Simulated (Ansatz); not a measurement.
# BH6N: the cost of one run

All numbers below are computed with Ansatz 0.2.0 (RKS PBE0-D4/def2-SVP).

## (1) The starting structure

Bond lengths: B1–H3 1.167 Å, B1–H4 1.166 Å, B1–N6 1.803 Å, N6–H7 1.008 Å, N6–H8 1.007 Å. Angles: H3–B1–H4 123.1°, H3–B1–N6 111.3°, H4–B1–N6 111.3°, B1–N6–H7 110.7°, B1–N6–H8 110.8°, H7–N6–H8 110.1°.

Structure file:

```xyz
8

B    -0.3203   -0.7316   -0.0772
H     0.9659   -0.8611   -0.8635
H    -1.2256   -0.7754   -0.8116
H    -0.2515   -1.3831    0.8877
H     0.8395    0.0317   -0.4663
N     0.1838    0.9700    0.2424
H    -0.4847    1.6183   -0.1423
H     0.2928    1.1312    1.2309
```

## (2) A restrained relaxation towards end A

Springs on the bonds that form and break draw the guess towards this end; the thresholds are loose.

Contents of input.yaml:

```yaml
crystal:
  periodic: [false, false, false]
  atoms:
    - { symbol: B, position_ang: [-0.3203, -0.7316, -0.0772] }
    - { symbol: H, position_ang: [0.9659, -0.8611, -0.8635] }
    - { symbol: H, position_ang: [-1.2256, -0.7754, -0.8116] }
    - { symbol: H, position_ang: [-0.2515, -1.3831, 0.8877] }
    - { symbol: H, position_ang: [0.8395, 0.0317, -0.4663] }
    - { symbol: "N", position_ang: [0.1838, 0.97, 0.2424] }
    - { symbol: H, position_ang: [-0.4847, 1.6183, -0.1423] }
    - { symbol: H, position_ang: [0.2928, 1.1312, 1.2309] }
basis:
  gaussian: { orbitals: def2-SVP }
hamiltonian:
  xc: pbe0
  dispersion: d4
relax:
  f_tol: 0.15
  max_steps: 25
  restrain:
    - { distance: [0, 5], at: 2.85, k: 30.0 }
    - { distance: [4, 1], at: 1.92, k: 30.0 }
    - { distance: [0, 1], at: 1.15, k: 30.0 }
    - { distance: [4, 5], at: 1.02, k: 30.0 }
```

Launch:

```bash
> ansatz run input.yaml --threads 1 --pin off --max-ram 2048MiB --backend cpu --events-out ev --progress --plain --runs-dir out
```

**Question.** How long does this run take on 1 thread of Arm Neoverse V2, shared host, and how much memory does it need?

About 7.8 s, with a peak of 0.11 GiB.
